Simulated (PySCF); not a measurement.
```xyz
5

Cl    -1.4620    -0.5144    -1.3236
Si     0.0000     0.0000     0.0000
Cl    -0.0145     2.0191     0.2774
Cl    -0.3367    -0.9328     1.7806
Cl     1.8132    -0.5718    -0.7344
```

Charge 0, multiplicity 1.

Problem. Give the Mulliken and meta-Löwdin atomic charges from PBE-D3(BJ)/def2-TZVP in PySCF.

Solution. 
| atom | Mulliken (e) | meta-Löwdin (e) |
|---|---|---|
| Cl1 | -0.15 | -0.23 |
| Si2 | 0.59 | 0.92 |
| Cl3 | -0.15 | -0.23 |
| Cl4 | -0.15 | -0.23 |
| Cl5 | -0.15 | -0.23 |
